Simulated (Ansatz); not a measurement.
A made-up structure of Al₂H₄S, closed shell:

```json
{"atom": "Al1", "x (Å)": "-1.4696", "y (Å)": "0.5829", "z (Å)": "-0.9924"}
{"atom": "Al2", "x (Å)": "0.7277", "y (Å)": "0.1615", "z (Å)": "0.3021"}
{"atom": "S3", "x (Å)": "0.9640", "y (Å)": "-1.8051", "z (Å)": "1.2504"}
{"atom": "H4", "x (Å)": "-1.6008", "y (Å)": "0.2434", "z (Å)": "-2.5433"}
{"atom": "H5", "x (Å)": "-2.7519", "y (Å)": "1.2017", "z (Å)": "-0.2782"}
{"atom": "H6", "x (Å)": "1.9500", "y (Å)": "1.1608", "z (Å)": "0.5020"}
{"atom": "H7", "x (Å)": "1.6994", "y (Å)": "-0.9967", "z (Å)": "0.4595"}
```

It is relaxed with PBE-D4/def2-SVP and then PBE0-D4/def2-TZVP (Ansatz 0.2.0). Atoms count as bonded within 1.22 times the sum of their covalent radii (H–H: 0.88 Å). The end point is not checked to be a true minimum.

(1) Does its bonding change? (Judge from chemistry; the calculation decides.)

Answers

(1) By the calculation: Yes. Formed: none; broken: Al2–H7.

Where it ends: The first stage lowers the energy by 1.51 eV in 11 steps. It ends as Al₂H₄S ([AlH2][AlH][SH]):
Al1  (-1.610, 0.675, -1.052)
Al2  (0.674, 0.246, 0.080)
S3  (1.006, -1.759, 0.911)
H4  (-1.806, 0.492, -2.622)
H5  (-2.884, 1.136, -0.214)
H6  (1.889, 1.260, 0.250)
H7  (2.251, -1.502, 1.347)
(Å)

Labels in which every atom is bracketed show which atoms are joined, not bond orders.

For scale, one of the runs: PBE0-D4/def2-TZVP relaxation, 135 basis functions, launched by `ansatz run in.yaml --threads 2 --pin off --events-out ev --progress --plain --max-ram 4352MiB`. Hardware: 2 CPU threads of an Intel Xeon Platinum 8175M, shared host. Wall time about 16 s.
